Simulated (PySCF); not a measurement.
Potential energy of MgSi along the bond

Set-up: PySCF, no relativity, basis sets Mg def2-TZVP, Si def2-TZVP. Energies in eV from Mg + Si in their ground configurations at the same level. State: ³Σ⁻ (triplet), unpaired electrons π ↑↑.

All columns are PBE0. A positive dipole means Mg(−)Si(+).

```json
{"R (Å)": "2.192", "E (eV)": "-0.685", "μ (D)": "-3.14", "Mulliken charge on Mg (basis-dependent)": "0.34", "HOMO (eV)": "-5.51", "LUMO (eV)": "-2.39", "Mayer bond order": "1.67", "⟨S²⟩": "2.17"}
{"R (Å)": "2.294", "E (eV)": "-0.946", "μ (D)": "-3.24", "Mulliken charge on Mg (basis-dependent)": "0.32", "HOMO (eV)": "-5.39", "LUMO (eV)": "-2.48", "Mayer bond order": "1.58", "⟨S²⟩": "2.18"}
{"R (Å)": "2.396", "E (eV)": "-1.088", "μ (D)": "-3.32", "Mulliken charge on Mg (basis-dependent)": "0.32", "HOMO (eV)": "-5.30", "LUMO (eV)": "-2.55", "Mayer bond order": "1.49", "⟨S²⟩": "2.18"}
{"R (Å)": "2.473", "E (eV)": "-1.137", "μ (D)": "-3.37", "Mulliken charge on Mg (basis-dependent)": "0.32", "HOMO (eV)": "-5.24", "LUMO (eV)": "-2.61", "Mayer bond order": "1.43", "⟨S²⟩": "2.19"}
{"R (Å)": "2.549", "E (eV)": "-1.151", "μ (D)": "-3.42", "Mulliken charge on Mg (basis-dependent)": "0.32", "HOMO (eV)": "-5.18", "LUMO (eV)": "-2.66", "Mayer bond order": "1.36", "⟨S²⟩": "2.19"}
{"R (Å)": "2.626", "E (eV)": "-1.137", "μ (D)": "-3.47", "Mulliken charge on Mg (basis-dependent)": "0.32", "HOMO (eV)": "-5.14", "LUMO (eV)": "-2.72", "Mayer bond order": "1.29", "⟨S²⟩": "2.19"}
{"R (Å)": "2.727", "E (eV)": "-1.089", "μ (D)": "-3.51", "Mulliken charge on Mg (basis-dependent)": "0.32", "HOMO (eV)": "-5.09", "LUMO (eV)": "-2.78", "Mayer bond order": "1.21", "⟨S²⟩": "2.18"}
{"R (Å)": "2.855", "E (eV)": "-0.999", "μ (D)": "-3.54", "Mulliken charge on Mg (basis-dependent)": "0.30", "HOMO (eV)": "-5.04", "LUMO (eV)": "-2.86", "Mayer bond order": "1.10", "⟨S²⟩": "2.16"}
{"R (Å)": "3.008", "E (eV)": "-0.871", "μ (D)": "-3.52", "Mulliken charge on Mg (basis-dependent)": "0.29", "HOMO (eV)": "-5.01", "LUMO (eV)": "-2.94", "Mayer bond order": "0.97", "⟨S²⟩": "2.14"}
{"R (Å)": "3.212", "E (eV)": "-0.697", "μ (D)": "-3.41", "Mulliken charge on Mg (basis-dependent)": "0.25", "HOMO (eV)": "-5.00", "LUMO (eV)": "-3.02", "Mayer bond order": "0.80", "⟨S²⟩": "2.11"}
```

A fit through these points gives, at Re = 2.545 Å, μ = -3.42 D and dμ/dR = -0.612 D/Å; the reduced mass is 12.91 u.

**Question.** How strong is the fundamental in the double-harmonic approximation, I = 42.26·(dμ/dR)²/μred km/mol?

**Answer.** I = 42.26·(-0.612)²/12.91 = 1.23 km/mol at PBE0.

The state is the lowest determinant that a PBE0 search found; another state may lie lower at other levels.
